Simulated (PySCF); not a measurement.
Cartesian coordinates (Å):
SMILES: N#CC
```xyz
6

C     -0.4870     0.0005    -0.0003
C      0.9620    -0.0010     0.0007
N      2.1110    -0.0021     0.0015
H     -0.8608     0.9061    -0.4803
H     -0.8627    -0.0363     1.0232
H     -0.8625    -0.8672    -0.5447
```
Charge 0, spin multiplicity 1.

What total energy, LUMO and HOMO does PBE0-D3(BJ)/def2-TZVP in PySCF give?


The total energy is -3609.42 eV and the LUMO is 0.85 eV. The HOMO comes out as -9.47 eV.
